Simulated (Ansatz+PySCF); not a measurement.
A calculation with Ansatz (development build ahead of 0.2.0).

```yaml
crystal:
  periodic: [false, false, false]
  atoms:
    - { symbol: C, position_ang: [0.11068, 0.51113, -0.09225] }
    - { symbol: C, position_ang: [-1.19515, -0.17929, 0.00544] }
    - { symbol: H, position_ang: [0.28897, 1.52066, 0.24629] }
    - { symbol: H, position_ang: [-1.35434, -0.57951, 1.02303] }
    - { symbol: H, position_ang: [-2.00302, 0.52063, -0.19049] }
    - { symbol: H, position_ang: [-1.25012, -1.00795, -0.69923] }
    - { symbol: F, position_ang: [1.20784, -0.28893, 0.01836] }
basis:
  gaussian: { orbitals: cc-pVTZ }
magnetization:
  spin_polarized: true
  initial_magnetization: 1
hamiltonian:
  xc: hf
correlation:
  method: mp2
  frozen_orbitals: { C: 1, F: 1, H: 0 }
output:
  forces: true
```

The input is written out in the form of the current development build from the run's settings.

Output:

```json
{
 "Converged": "yes",
 "Reference energy": "-177.51832 hartree",
 "Correlation energy": "-0.57035 hartree",
 "Total energy": "-178.08867 hartree",
 "Spin squared of the determinant": "0.762",
 "Stability test": "minimum"
}
```

Forces (eV/Å):
| atom | Fx | Fy | Fz |
| --- | --- | --- | --- |
| C1 | 0.294 | -0.273 | -0.180 |
| C2 | 0.139 | -0.071 | 0.496 |
| H3 | 0.020 | -0.077 | 0.057 |
| H4 | 0.047 | 0.029 | -0.338 |
| H5 | 0.024 | 0.017 | -0.093 |
| H6 | -0.020 | 0.043 | 0.038 |
| F7 | -0.504 | 0.333 | 0.021 |
